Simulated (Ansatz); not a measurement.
# Which method gave which barrier?

Saddle point of Si2H8S, closed shell (Si₂H₆ ([SiH3][SiH3]) + H₂S → SiH₄S ([SiH3][SH]) + SiH₄; bonds formed: Si1–S7, Si2–H6; bonds broken: Si1–Si2, H6–S7), PBE0-D4/def2-TZVP structure:

Si1  (-1.085, -0.383, 0.271)
Si2  (0.736, 1.055, -0.827)
H3  (-1.692, -1.415, -0.597)
H4  (-1.415, -0.273, 1.709)
H5  (-1.684, 0.904, -0.272)
H6  (0.615, -0.538, 0.012)
S7  (0.660, -2.117, 0.867)
H8  (0.080, 1.164, -2.151)
H9  (2.196, 0.812, -0.993)
H10  (0.520, 2.255, 0.016)
H11  (1.070, -1.464, 1.966)
(Å)

Program: Ansatz 0.2.0. Basis: def2-TZVPP, with def2-QZVPP for the basis limit. Cores are frozen in the correlated methods. Extrapolation: Hartree–Fock as exp(−7.88 √X), correlation as X^−2.97. Four methods, as single points on the PBE0-D4 structures, gave these electronic barriers from the start structure: 34.87, 46.14, 51.11, 71.24 kcal/mol.

Task: The methods were, in alphabetical order, HF, MP2, PBE0-D4, SPW92. Which gave which? (A judgement: the text doesn't fix the answer.)

Result: By the calculation: SPW92 34.87; PBE0-D4 46.14; MP2 51.11; HF 71.24 kcal/mol. For comparison, CCSD(T) at an estimated basis limit (MP2 extrapolated from triple and quadruple zeta, plus CCSD(T) − MP2 in triple zeta) gives 51.81 kcal/mol.

No T1 diagnostic of these runs exceeds 0.015.

Labels in which every atom is bracketed show which atoms are joined, not bond orders.

For scale, one of the runs: CCSD(T)/def2-TZVPP, 238 basis functions (an equivalent command: `ansatz run in.yaml --threads 4`). The run took 66 s on 4 CPU threads (shared host), with 4 GiB of host memory at its peak.
